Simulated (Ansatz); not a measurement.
This Ansatz (a quantum-chemistry and plane-wave program) input (wB97M-V/aug-cc-pVQZ) gives -150.97084 Eh with 206 basis functions. A basis named .json is the Basis Set Exchange file of that set (core-valence sets with the plain set on hydrogen).

Ansatz 0.2 input:
```yaml
crystal:
  periodic: [false, false, false]
  atoms:
    - {symbol: O, position_ang: [0.05728725, 0.81312084, -0.03996413]}
    - {symbol: O, position_ang: [0.04221979, -0.70897730, -0.01520246]}
    - {symbol: H, position_ang: [-0.79605634, -0.83314830, 0.44133267]}
basis:
  gaussian:
    orbitals: aug-cc-pVQZ
    fitting: {mean_field: cc-pVQZ-JKFIT.json}
hamiltonian:
  xc: {name: wB97M-V}
total_charge: -1
magnetization: {spin_polarized: false}
```

Change:
```diff
- fitting: {mean_field: cc-pVQZ-JKFIT.json}
+ fitting: {mean_field: cc-pV5Z-JKFIT.json}
```

Question: What does the run give now?

Answer: -150.97081 Eh (wB97M-V/aug-cc-pVQZ, 206 functions), a change of +0.03 mEh.
